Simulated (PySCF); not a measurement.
# Multinuclear NMR of 2-Methyloxazole

Mapped SMILES: `[CH3:1][c:2]1[n:3][cH:4][cH:5][o:6]1` (H(Xn): hydrogen on atom n).

Calculated, not measured (PySCF 2.14.0 with density-fitted response routines): σ from GIAO-B97-2/pcSseg-2, PBE0-D3(BJ)/def2-TZVP structure. In vacuum, one averaged value for each set of equivalent atoms, relativity neglected, a single conformation.

(1) What are the $^{15}$N shifts?

(2) What are the $^{17}$O shifts?

Results:

(1) 
```tsv
atoms	environment	σ (ppm)	δ (ppm)
N3	pyridine-type nitrogen of an azole	-23.6	-128.0
```

Shieldings were converted by a linear fit to measured shifts: $^{15}$N (scatter 6.4 ppm rms vs CH3NO2, solution or neat liquid). A few per cent of atoms miss by over 2 rms, more outside the fitted compound classes.

On a 600 MHz spectrometer $^{15}$N resonates near 60.8 MHz, so 1 ppm is 60.8 Hz.

(2) 
```
atoms           environment  σ (ppm)  δ (ppm)
   O6  aromatic ring oxygen     10.8    263.8
```

Shieldings were converted by a linear fit to measured shifts: $^{17}$O: δ = 274.03 − 0.947σ (rms 12.2 ppm, 99 shifts vs liquid water, solution or neat liquid). Occasional misses reach two or three times the rms, and more in compound classes unlike the fitted ones.

On a 400 MHz spectrometer $^{17}$O resonates near 54.2 MHz, so 1 ppm is 54.2 Hz.
